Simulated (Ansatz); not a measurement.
Consider the hydrogenolysis of the Al–Al bond: `[NH2][AlH][AlH2]` + H₂ → `[NH2][AlH2]` + `[AlH3]`.

Isolated molecules relaxed with PBE0-D4/def2-TZVP in Ansatz; ΔE leaves out vibrations. CBS: MP2 limit from def2 TZ/QZ plus the TZ coupled-cluster correction, frozen cores. This one scheme is used for every species. DFT in def2-TZVPP. B3LYP here is the variant with VWN-RPA as its local correlation; programs differ in this. Each species was taken in one conformer, which may not be the lowest.

```
         level  ΔE (kJ/mol)  difference from CCSD(T)/CBS
        PBE-D4         -1.8                         12.8
       BLYP-D4        -16.1                         -1.5
      B3LYP-D4        -19.9                         -5.3
      BHLYP-D4        -25.6                        -11.0
  CAM-B3LYP-D4        -27.1                        -12.5
       ωB97X-V        -20.5                         -5.9
       ωB97M-V        -28.4                        -13.8
           PBE         -4.4                         10.2
        revPBE         -5.3                          9.3
          BLYP        -20.6                         -6.0
 CCSD/def2-SVP        -32.9                        -18.3
 HF/def2-TZVPP        -41.2                        -26.6
MP2/def2-TZVPP        -20.6                         -6.0
 HF/def2-QZVPP        -41.7                        -27.1
  HF/CBS(def2)        -41.8                        -27.2
 MP2/CBS(def2)        -19.5                         -4.9
   CCSD(T)/CBS        -14.6                            0
```

Largest T1 diagnostic among the species: 0.012.

From r2SCAN to r2SCAN0 (25 % exact exchange), in def2-TZVPP and without D4, ΔE moves by −3.6 kJ/mol. In def2-TZVPP, CCSD(T) changes the Hartree–Fock value by +25.4 kJ/mol (the triples alone add +4.3 kJ/mol) and MP2 by +20.6 kJ/mol.
